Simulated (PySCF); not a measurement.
H2O.
SMILES with atom numbers: `[OH2:1]` (hydrogens: H2, H3 on O1)

Structure used (PBE0-D3(BJ)/def2-SVP), in Å, numbered top down from 1:
```xyz
3
H2O angstrom
O     -0.0412    0.3965    0.0000
H     -0.7297   -0.2762    0.0000
H      0.7709   -0.1204    0.0000
```

The calculation used PBE0-D3(BJ)/def2-SVP geometry optimisation, gas phase (PySCF 2.14.0).

Masses are those of the commonest isotopes; rigid-rotor values at the optimised geometry. 

(1) What are A, B and C (GHz)?

(2) Classify the top.

(3) List the rotational levels J(Ka,Kc) to J = 4 (K).

(4) Predict some low-J microwave lines.

(5) Estimate the classical rotational partition function at 200 K and 298.15 K.

Answers

(1) Ia = 0.64, Ib = 1.15, Ic = 1.79 u·Å²; 505379 MHz·u·Å²/I gives 789483, 440592 and 282779 MHz, that is A = 789.48, B = 440.59, C = 282.78 GHz.

(2) An asymmetric top. Ray's parameter κ = (2B − A − C)/(A − C) = -0.377; −1 is the prolate and +1 the oblate limit.

(3) Above 0(0,0), as E/k:
J = 1: 1(0,1) 34.716, 1(1,1) 51.460, 1(1,0) 59.034
J = 2: 2(0,2) 102.104, 2(1,2) 113.319, 2(1,1) 136.041, 2(2,1) 186.273, 2(2,0) 188.318
J = 3: 3(0,3) 198.897, 3(1,3) 204.964, 3(1,2) 250.047, 3(2,2) 290.422, 3(2,1) 299.823, 3(3,1) 394.221, 3(3,0) 394.581
J = 4: 4(0,4) 322.687, 4(1,4) 325.450, 4(1,3) 398.779, 4(2,3) 427.668, 4(2,2) 452.092, 4(3,2) 536.318, 4(3,1) 538.727, 4(4,1) 677.279, 4(4,0) 677.331
Those of J = 1 are B + C, A + C and A + B.

(4) The dipole components are |μa| = 0.00 D, |μb| = 2.03 D, |μc| = 0.00 D; the symmetry axis of this C2v structure is b, so μa and μc vanish by symmetry and there are no a-type or c-type lines. Some lines, for components of 0.1 D or more:

```json
{"type": "b", "branch": "Q", "J(Ka,Kc)": "1(1,0) ← 1(0,1)", "MHz": "506703", "lower level (cm⁻¹)": "24.129"}
{"type": "b", "branch": "Q", "J(Ka,Kc)": "2(1,1) ← 2(0,2)", "MHz": "707118", "lower level (cm⁻¹)": "70.966"}
{"type": "b", "branch": "Q", "J(Ka,Kc)": "3(2,1) ← 3(1,2)", "MHz": "1037178", "lower level (cm⁻¹)": "173.791"}
{"type": "b", "branch": "R", "J(Ka,Kc)": "2(0,2) ← 1(1,1)", "MHz": "1055250", "lower level (cm⁻¹)": "35.767"}
{"type": "b", "branch": "R", "J(Ka,Kc)": "1(1,1) ← 0(0,0)", "MHz": "1072262", "lower level (cm⁻¹)": "0.000"}
{"type": "b", "branch": "R", "J(Ka,Kc)": "4(2,2) ← 3(3,1)", "MHz": "1205845", "lower level (cm⁻¹)": "273.997"}
{"type": "b", "branch": "Q", "J(Ka,Kc)": "2(2,1) ← 2(1,2)", "MHz": "1520110", "lower level (cm⁻¹)": "78.761"}
{"type": "b", "branch": "Q", "J(Ka,Kc)": "3(2,2) ← 3(1,3)", "MHz": "1780656", "lower level (cm⁻¹)": "142.457"}
{"type": "b", "branch": "Q", "J(Ka,Kc)": "3(3,0) ← 3(2,1)", "MHz": "1974435", "lower level (cm⁻¹)": "208.388"}
{"type": "b", "branch": "Q", "J(Ka,Kc)": "4(2,3) ← 4(1,4)", "MHz": "2129882", "lower level (cm⁻¹)": "226.199"}
{"type": "b", "branch": "R", "J(Ka,Kc)": "3(1,3) ← 2(0,2)", "MHz": "2143248", "lower level (cm⁻¹)": "70.966"}
{"type": "b", "branch": "Q", "J(Ka,Kc)": "3(3,1) ← 3(2,2)", "MHz": "2162812", "lower level (cm⁻¹)": "201.854"}
{"type": "b", "branch": "R", "J(Ka,Kc)": "4(1,3) ← 3(2,2)", "MHz": "2257789", "lower level (cm⁻¹)": "201.854"}
{"type": "b", "branch": "Q", "J(Ka,Kc)": "4(3,2) ← 4(2,3)", "MHz": "2263889", "lower level (cm⁻¹)": "297.244"}
{"type": "b", "branch": "R", "J(Ka,Kc)": "4(0,4) ← 3(1,3)", "MHz": "2452953", "lower level (cm⁻¹)": "142.457"}
{"type": "b", "branch": "R", "J(Ka,Kc)": "2(2,0) ← 1(1,1)", "MHz": "2851642", "lower level (cm⁻¹)": "35.767"}
{"type": "b", "branch": "Q", "J(Ka,Kc)": "4(4,0) ← 4(3,1)", "MHz": "2888040", "lower level (cm⁻¹)": "374.434"}
{"type": "b", "branch": "Q", "J(Ka,Kc)": "4(4,1) ← 4(3,2)", "MHz": "2937151", "lower level (cm⁻¹)": "372.760"}
{"type": "b", "branch": "R", "J(Ka,Kc)": "3(2,2) ← 2(1,1)", "MHz": "3216786", "lower level (cm⁻¹)": "94.553"}
{"type": "b", "branch": "R", "J(Ka,Kc)": "4(2,3) ← 3(1,2)", "MHz": "3701038", "lower level (cm⁻¹)": "173.791"}
{"type": "b", "branch": "R", "J(Ka,Kc)": "3(2,1) ← 2(1,2)", "MHz": "3886112", "lower level (cm⁻¹)": "78.761"}
{"type": "b", "branch": "R", "J(Ka,Kc)": "3(3,1) ← 2(2,0)", "MHz": "4290325", "lower level (cm⁻¹)": "130.887"}
{"type": "b", "branch": "R", "J(Ka,Kc)": "3(3,0) ← 2(2,1)", "MHz": "4340437", "lower level (cm⁻¹)": "129.466"}
{"type": "b", "branch": "R", "J(Ka,Kc)": "4(3,2) ← 3(2,1)", "MHz": "4927749", "lower level (cm⁻¹)": "208.388"}
{"type": "b", "branch": "R", "J(Ka,Kc)": "4(4,1) ← 3(3,0)", "MHz": "5890466", "lower level (cm⁻¹)": "274.248"}
{"type": "b", "branch": "R", "J(Ka,Kc)": "4(4,0) ← 3(3,1)", "MHz": "5899067", "lower level (cm⁻¹)": "273.997"}
```

(5) Point group C2v, symmetry number σ = 2; q = (√π/σ)·√((kT/h)³/(ABC)), k/h = 20836.6 MHz/K: 24.0 at 200 K, 43.8 at 298.15 K.

Whether it is a minimum is left open (no frequencies). No vibrational averaging or centrifugal distortion is included, and the geometry carries the error of its method.

Rough CPU time on one thread of a shared machine: under 1 s. This is the geometry optimisation.
